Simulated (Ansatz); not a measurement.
**C₄H₄F₂: geometry at several levels**

The task, for C₄H₄F₂: geometry at several levels.

Program: Ansatz 0.2.0. Level of theory: the levels named in each step. These are calculated values, not measurements.

### 1 The structure to begin with

Bond lengths: C1–C2 1.194 Å, F3–C4 1.336 Å, C4–C5 1.321 Å, C5–F6 1.336 Å, C1–H7 1.050 Å, C2–H8 1.050 Å, C4–H9 1.079 Å, C5–H10 1.079 Å. Angles: C1–C2–H8 179.3°, C2–C1–H7 179.9°, F3–C4–C5 123.9°, F3–C4–H9 113.4°, C5–C4–H9 122.7°, C4–C5–F6 123.7°, C4–C5–H10 122.7°, F6–C5–H10 113.6°.

Coordinates:

```xyz
10

C    -0.2536    0.8844   -3.2176
C     0.1655    1.6589   -2.4113
F     1.3304   -0.8861    1.7294
C     0.7631   -0.3483    0.6461
C    -0.5394   -0.1811    0.5038
F    -1.4377   -0.5329    1.4275
H    -0.6230    0.2029   -3.9257
H     0.5333    2.3492   -1.7107
H     1.4738   -0.0630   -0.1139
H    -0.9778    0.2568   -0.3800
```

### 2 A rough first relaxation, PBE-D4/def2-SVP

File input.yaml:

```yaml
crystal:
  periodic: [false, false, false]
  atoms:
    - { symbol: C, position_ang: [-0.25361, 0.88445, -3.21764] }
    - { symbol: C, position_ang: [0.16553, 1.65892, -2.41127] }
    - { symbol: F, position_ang: [1.33042, -0.88606, 1.72936] }
    - { symbol: C, position_ang: [0.76309, -0.34828, 0.64613] }
    - { symbol: C, position_ang: [-0.53944, -0.18106, 0.50377] }
    - { symbol: F, position_ang: [-1.43769, -0.53288, 1.42748] }
    - { symbol: H, position_ang: [-0.623, 0.20285, -3.92569] }
    - { symbol: H, position_ang: [0.53334, 2.34919, -1.71071] }
    - { symbol: H, position_ang: [1.47377, -0.06296, -0.11392] }
    - { symbol: H, position_ang: [-0.9778, 0.2568, -0.38] }
basis:
  gaussian: { orbitals: def2-SVP }
hamiltonian:
  xc: pbe
  dispersion: d4
relax:
  f_tol: 0.03
  max_steps: 200
```

Command:

```bash
ansatz run input.yaml --threads 4 --pin off --max-ram 10240MiB --backend cpu --events-out ev --progress --plain --runs-dir out
```

The log of the run, shortened:

```text
Warning: RAYON_NUM_THREADS=4 ignored (pool sized by the plan → 4); use --threads N
[...]
Functional definition: PBE
[...]
1160 factors; their error is unknown
[...]
mean field -9625.03829038 eV, -353.7136330861 hartree, gradient 2.5e-5 eV, S^2 0.000000; 0 other end points of the search recorded, 0 dependent functions left out
[...]
reference -9625.03831728 eV, -353.7136340746 hartree; 23, 23 occupied and 81, 81 virtual orbitals, 1160 factors
relax step   1: F+E_penalty+E_count = -9625.17740545 eV  Δ(F+E_penalty+E_count) = +0.000e0 eV  max|allowed force component| = 1.033e0 eV/Å  Δτ_max = 0.0000 Å  (29 SCF iters, accepted)
[...]
relax step   3: F+E_penalty+E_count = -9625.30340063 eV  Δ(F+E_penalty+E_count) = -7.065e-3 eV  max|allowed force component| = 3.065e-1 eV/Å  Δτ_max = 0.1536 Å  (30 SCF iters, accepted)
[...]
relax step   5: F+E_penalty+E_count = -9625.31092035 eV  Δ(F+E_penalty+E_count) = -2.990e-3 eV  max|allowed force component| = 1.814e-1 eV/Å  Δτ_max = 0.1336 Å  (30 SCF iters, accepted)
[...]
relax step   7: F+E_penalty+E_count = -9625.31430766 eV  Δ(F+E_penalty+E_count) = -9.865e-4 eV  max|allowed force component| = 4.705e-2 eV/Å  Δτ_max = 0.0575 Å  (31 SCF iters, accepted)
[...]
relax step   8: F+E_penalty+E_count = -9625.31457164 eV  Δ(F+E_penalty+E_count) = -2.640e-4 eV  max|allowed force component| = 4.320e-2 eV/Å  Δτ_max = 0.0406 Å  (30 SCF iters, accepted)
[...]
relax step   9: F+E_penalty+E_count = -9625.31470575 eV  Δ(F+E_penalty+E_count) = -1.341e-4 eV  max|allowed force component| = 2.436e-2 eV/Å  Δτ_max = 0.0294 Å  (30 SCF iters, accepted)
1160 factors; their error is unknown
[...]
mean field -9625.17153874 eV, -353.7185298732 hartree, gradient 1.8e-5 eV, S^2 0.000000; 1 other end points of the search recorded, 0 dependent functions left out
[...]
reference -9625.17156662 eV, -353.7185308976 hartree; 23, 23 occupied and 81, 81 virtual orbitals, 1160 factors
Total energy: -9625.31473362 eV, -353.7237921880 hartree
Atom 0 at    -0.036448     0.817243    -3.053323 Å, force     0.005825     0.022160     0.022456 eV/Å
Atom 1 at     0.202306     1.778801    -2.339918 Å, force    -0.008983    -0.021524    -0.024363 eV/Å
Atom 2 at     1.408476    -0.892090     1.463832 Å, force    -0.004205     0.000703    -0.000214 eV/Å
Atom 3 at     0.676714    -0.406298     0.451281 Å, force    -0.009017    -0.001391     0.006771 eV/Å
Atom 4 at    -0.643208    -0.172197     0.544898 Å, force     0.008929    -0.001713    -0.003438 eV/Å
Atom 5 at    -1.351122    -0.402893     1.659268 Å, force    -0.000182    -0.001251     0.006223 eV/Å
Atom 6 at    -0.248103    -0.032501    -3.689435 Å, force     0.003712     0.010309     0.006457 eV/Å
Atom 7 at     0.412813     2.630816    -1.706513 Å, force    -0.001135    -0.010554    -0.004704 eV/Å
Atom 8 at     1.231890    -0.207578    -0.478286 Å, force     0.001730     0.002136    -0.006535 eV/Å
Atom 9 at    -1.218708     0.227667    -0.304294 Å, force     0.003326     0.001125    -0.002653 eV/Å
Dipole moment:    -0.003651     0.161662    -0.450799 e Å
```

Wall time 18 s (4 threads of Intel Xeon at 2.50GHz (Skylake/Cascade Lake), shared host); peak memory 0.14 GiB.

Step by step:

| step | energy from step 1 (eV) | largest force component (eV/Å) |
| --- | --- | --- |
| 1 | 0.0000 | 1.0329 |
| 2 | -0.1189 | 0.3595 |
| 3 | -0.1260 | 0.3065 |
| 4 | -0.1305 | 0.0894 |
| 5 | -0.1335 | 0.1814 |
| 6 | -0.1359 | 0.0729 |
| 7 | -0.1369 | 0.0470 |
| 8 | -0.1372 | 0.0432 |
| 9 | -0.1373 | 0.0244 |

Step 1 is the start.

Before: Bond lengths: C1–C2 1.194 Å, F3–C4 1.336 Å, C4–C5 1.321 Å, C5–F6 1.336 Å, C1–H7 1.050 Å, C2–H8 1.050 Å, C4–H9 1.079 Å, C5–H10 1.079 Å. Angles: C1–C2–H8 179.3°, C2–C1–H7 179.9°, F3–C4–C5 123.9°, F3–C4–H9 113.4°, C5–C4–H9 122.7°, C4–C5–F6 123.7°, C4–C5–H10 122.7°, F6–C5–H10 113.6°.

After: Bond lengths: C1–C2 1.221 Å, F3–C4 1.340 Å, C4–C5 1.344 Å, C5–F6 1.340 Å, C1–H7 1.082 Å, C2–H8 1.082 Å, C4–H9 1.101 Å, C5–H10 1.101 Å. Angles: C1–C2–H8 179.9°, C2–C1–H7 179.8°, F3–C4–C5 123.1°, F3–C4–H9 115.3°, C5–C4–H9 121.5°, C4–C5–F6 123.1°, C4–C5–H10 121.5°, F6–C5–H10 115.3°.

### 3 Relaxation, r2SCAN-D4/def2-TZVPP

File input.yaml:

```yaml
crystal:
  periodic: [false, false, false]
  atoms:
    - { symbol: C, position_ang: [-0.03644789, 0.81724335, -3.05332283] }
    - { symbol: C, position_ang: [0.20230587, 1.77880149, -2.33991769] }
    - { symbol: F, position_ang: [1.40847617, -0.89209002, 1.46383194] }
    - { symbol: C, position_ang: [0.67671428, -0.40629798, 0.45128143] }
    - { symbol: C, position_ang: [-0.6432082, -0.17219729, 0.54489767] }
    - { symbol: F, position_ang: [-1.35112215, -0.40289341, 1.65926838] }
    - { symbol: H, position_ang: [-0.2481026, -0.03250147, -3.68943545] }
    - { symbol: H, position_ang: [0.41281276, 2.63081595, -1.70651267] }
    - { symbol: H, position_ang: [1.23189025, -0.20757755, -0.47828633] }
    - { symbol: H, position_ang: [-1.21870848, 0.22766694, -0.30429443] }
basis:
  gaussian: { orbitals: def2-TZVPP }
hamiltonian:
  xc: r2scan
  dispersion: d4
relax:
  f_tol: 0.002
  max_steps: 150
```

Command:

```bash
ansatz run input.yaml --threads 4 --pin off --max-ram 10240MiB --backend cpu --events-out ev --progress --plain --runs-dir out
```

The log of the run, shortened:

```text
Warning: RAYON_NUM_THREADS=4 ignored (pool sized by the plan → 4); use --threads N
[...]
Functional definition: r2SCAN
[...]
1268 factors; their error is unknown
[...]
mean field -9642.40481070 eV, -354.3518409365 hartree, gradient 3.5e-5 eV, S^2 0.000000; 0 other end points of the search recorded, 0 dependent functions left out
[...]
reference -9642.40482136 eV, -354.3518413282 hartree; 23, 23 occupied and 219, 219 virtual orbitals, 1268 factors
relax step   1: F+E_penalty+E_count = -9642.44511695 eV  Δ(F+E_penalty+E_count) = +0.000e0 eV  max|allowed force component| = 1.127e0 eV/Å  Δτ_max = 0.0000 Å  (34 SCF iters, accepted)
[...]
relax step   5: F+E_penalty+E_count = -9642.50957649 eV  Δ(F+E_penalty+E_count) = -5.278e-4 eV  max|allowed force component| = 3.683e-2 eV/Å  Δτ_max = 0.0438 Å  (33 SCF iters, accepted)
[...]
Total energy: -9642.51026430 eV, -354.3557162849 hartree
Atom 0 at    -0.029303     0.810107    -2.977583 Å, force    -0.000083     0.000624    -0.001618 eV/Å
Atom 1 at     0.202094     1.857088    -2.439516 Å, force     0.000070    -0.000669     0.001673 eV/Å
Atom 2 at     1.340684    -1.060329     1.412079 Å, force    -0.000026     0.000011     0.000033 eV/Å
Atom 3 at     0.665867    -0.418055     0.449591 Å, force    -0.000149    -0.000025     0.000116 eV/Å
Atom 4 at    -0.633319    -0.178330     0.543315 Å, force     0.000149    -0.000058     0.000051 eV/Å
Atom 5 at    -1.351610    -0.563567     1.606290 Å, force     0.000011    -0.000009     0.000048 eV/Å
Atom 6 at    -0.234470    -0.116786    -3.457733 Å, force    -0.000013    -0.000405     0.000442 eV/Å
Atom 7 at     0.407363     2.786423    -1.964156 Å, force     0.000025     0.000445    -0.000493 eV/Å
Atom 8 at     1.259441    -0.113958    -0.400808 Å, force     0.000006     0.000052    -0.000140 eV/Å
Atom 9 at    -1.192138     0.338375    -0.223970 Å, force     0.000010     0.000035    -0.000113 eV/Å
Dipole moment:     0.009908     0.233540    -0.459992 e Å
```

It took 98 s on 4 threads of Intel Xeon at 2.50GHz (Skylake/Cascade Lake), shared host; peak memory 0.32 GiB.

The steps of the relaxation:

```
step  E - E(step 1) (eV)  largest force component (eV/Å)
   1              0.0000                          1.1274
   2             -0.0600                          0.1891
   3             -0.0634                          0.0401
   4             -0.0639                          0.0272
   5             -0.0645                          0.0368
   6             -0.0645                          0.0222
   7             -0.0647                          0.0068
   8             -0.0649                          0.0147
   9             -0.0649                          0.0618
  10             -0.0650                          0.0220
  11             -0.0651                          0.0072
  12             -0.0651                          0.0106
  13             -0.0651                          0.0288
  14             -0.0651                          0.0099
  15             -0.0651                          0.0025
  16             -0.0651                          0.0029
  17             -0.0651                          0.0022
  18             -0.0651                          0.0017
```

Step 1 is the start.

Before: Bond lengths: C1–C2 1.221 Å, F3–C4 1.340 Å, C4–C5 1.344 Å, C5–F6 1.340 Å, C1–H7 1.082 Å, C2–H8 1.082 Å, C4–H9 1.101 Å, C5–H10 1.101 Å. Angles: C1–C2–H8 179.9°, C2–C1–H7 179.8°, F3–C4–C5 123.1°, F3–C4–H9 115.3°, C5–C4–H9 121.5°, C4–C5–F6 123.1°, C4–C5–H10 121.5°, F6–C5–H10 115.3°.

After: Bond lengths: C1–C2 1.200 Å, F3–C4 1.340 Å, C4–C5 1.324 Å, C5–F6 1.340 Å, C1–H7 1.064 Å, C2–H8 1.064 Å, C4–H9 1.081 Å, C5–H10 1.081 Å. Angles: C1–C2–H8 179.9°, C2–C1–H7 179.8°, F3–C4–C5 122.0°, F3–C4–H9 115.1°, C5–C4–H9 122.9°, C4–C5–F6 122.0°, C4–C5–H10 122.9°, F6–C5–H10 115.1°.

### 4 Relaxation, B3LYP-D4/def2-TZVPP

input.yaml, as its differences from that of step 3:

```diff
@@ -16,3 +16,3 @@
 hamiltonian:
-  xc: r2scan
+  xc: { name: B3LYP }
   dispersion: d4
```

Command:

```bash
ansatz run input.yaml --threads 4 --pin off --max-ram 10240MiB --backend cpu --events-out ev --progress --plain --runs-dir out
```

The log of the run, shortened:

```text
Warning: RAYON_NUM_THREADS=4 ignored (pool sized by the plan → 4); use --threads N
[...]
Functional definition: B3LYP
[...]
1268 factors; their error is unknown
[...]
mean field -9647.56573542 eV, -354.5415014218 hartree, gradient 1.6e-5 eV, S^2 0.000000; 0 other end points of the search recorded, 0 dependent functions left out
[...]
reference -9647.56599541 eV, -354.5415109761 hartree; 23, 23 occupied and 219, 219 virtual orbitals, 1268 factors
relax step   1: F+E_penalty+E_count = -9647.79029207 eV  Δ(F+E_penalty+E_count) = +0.000e0 eV  max|allowed force component| = 1.312e0 eV/Å  Δτ_max = 0.0000 Å  (31 SCF iters, accepted)
[...]
relax step   4: F+E_penalty+E_count = -9647.86904973 eV  Δ(F+E_penalty+E_count) = -4.541e-4 eV  max|allowed force component| = 2.657e-2 eV/Å  Δτ_max = 0.0265 Å  (33 SCF iters, accepted)
[...]
Total energy: -9647.87062496 eV, -354.5527059055 hartree
Atom 0 at    -0.029038     0.814149    -2.983327 Å, force     0.000069     0.000988    -0.000602 eV/Å
Atom 1 at     0.202139     1.859075    -2.447203 Å, force    -0.000113    -0.001098     0.000900 eV/Å
Atom 2 at     1.347743    -1.064388     1.413858 Å, force     0.000143     0.000021     0.000321 eV/Å
Atom 3 at     0.664359    -0.420369     0.455987 Å, force    -0.000697    -0.000005    -0.000772 eV/Å
Atom 4 at    -0.631985    -0.181334     0.549219 Å, force     0.000594     0.000191    -0.000480 eV/Å
Atom 5 at    -1.359792    -0.565074     1.608622 Å, force    -0.000120    -0.000096     0.000253 eV/Å
Atom 6 at    -0.234176    -0.111290    -3.463246 Å, force    -0.000021    -0.000353     0.000081 eV/Å
Atom 7 at     0.407415     2.788270    -1.974657 Å, force     0.000068     0.000466    -0.000401 eV/Å
Atom 8 at     1.253695    -0.113964    -0.393609 Å, force     0.000567    -0.000116     0.000347 eV/Å
Atom 9 at    -1.185749     0.335896    -0.218134 Å, force    -0.000491     0.000002     0.000353 eV/Å
Dipole moment:     0.010669     0.247178    -0.485272 e Å
```

Wall time 99 s (4 threads of Intel Xeon at 2.50GHz (Skylake/Cascade Lake), shared host); peak memory 0.61 GiB.

Step by step:

| step | E - E(step 1) (eV) | largest force component (eV/Å) |
| --- | --- | --- |
| 1 | 0.0000 | 1.3123 |
| 2 | -0.0743 | 0.2568 |
| 3 | -0.0783 | 0.0501 |
| 4 | -0.0788 | 0.0266 |
| 5 | -0.0792 | 0.0751 |
| 6 | -0.0794 | 0.0383 |
| 7 | -0.0797 | 0.0192 |
| 8 | -0.0798 | 0.0281 |
| 9 | -0.0799 | 0.0288 |
| 10 | -0.0800 | 0.0185 |
| 11 | -0.0800 | 0.0130 |
| 12 | -0.0801 | 0.0041 |
| 13 | -0.0801 | 0.0045 |
| 14 | -0.0801 | 0.0038 |
| 15 | -0.0801 | 0.0011 |

Step 1 is the start.

Before: Bond lengths: C1–C2 1.221 Å, F3–C4 1.340 Å, C4–C5 1.344 Å, C5–F6 1.340 Å, C1–H7 1.082 Å, C2–H8 1.082 Å, C4–H9 1.101 Å, C5–H10 1.101 Å. Angles: C1–C2–H8 179.9°, C2–C1–H7 179.8°, F3–C4–C5 123.1°, F3–C4–H9 115.3°, C5–C4–H9 121.5°, C4–C5–F6 123.1°, C4–C5–H10 121.5°, F6–C5–H10 115.3°.

After: Bond lengths: C1–C2 1.197 Å, F3–C4 1.341 Å, C4–C5 1.321 Å, C5–F6 1.341 Å, C1–H7 1.062 Å, C2–H8 1.062 Å, C4–H9 1.078 Å, C5–H10 1.078 Å. Angles: C1–C2–H8 179.8°, C2–C1–H7 179.8°, F3–C4–C5 122.4°, F3–C4–H9 114.9°, C5–C4–H9 122.7°, C4–C5–F6 122.4°, C4–C5–H10 122.7°, F6–C5–H10 114.9°.

### 5 The levels compared

| level | C1–C2 (Å) | F3–C4 (Å) | C4–C5 (Å) | rotational constants (MHz) | dipole (D) | CPU time |
| --- | --- | --- | --- | --- | --- | --- |
| r2SCAN-D4/def2-TZVPP | 1.1997 | 1.3395 | 1.3244 | 5082.1, 1361.4, 1142.8 | 2.48 | 5.8 min |
| B3LYP-D4/def2-TZVPP | 1.1970 | 1.3414 | 1.3215 | 5047.9, 1355.2, 1136.4 | 2.62 | 5.9 min |

Constants are for the commonest isotopes at the equilibrium geometry; times are CPU times of the relaxations.

### 6 Results

| quantity | value |
| --- | --- |
| C1–C2 at B3LYP-D4/def2-TZVPP | 1.197 Å |
| F3–C4 at B3LYP-D4/def2-TZVPP | 1.341 Å |
| C4–C5 at B3LYP-D4/def2-TZVPP | 1.321 Å |

**Reading.** The C–C distance spreads over 0.003 Å, from B3LYP-D4/def2-TZVPP (shortest) to r2SCAN-D4/def2-TZVPP.
